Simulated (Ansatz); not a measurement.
Z-matrix (Å, degrees):
```
O
H 1 0.9756
```
Charge 0, spin multiplicity 2.

Computed with Ansatz (a quantum-chemistry and plane-wave program) with frozen-core CCSD(T)/def2-TZVPP // r2SCAN-D4/def2-TZVP.

The HF energy is -75.42359 Ha and the MP2 correlation energy comes out as -0.19878 Ha.

### Question
Estimate the CCSD correlation energy, the (T) correction, the total energy and the T1 diagnostic.

### Answer

```yaml
CCSD correlation energy: -0.21284 Ha
"(T) correction": -0.00506 Ha
CCSD(T) total energy: -75.64149 Ha
T1 diagnostic: 0.008
```
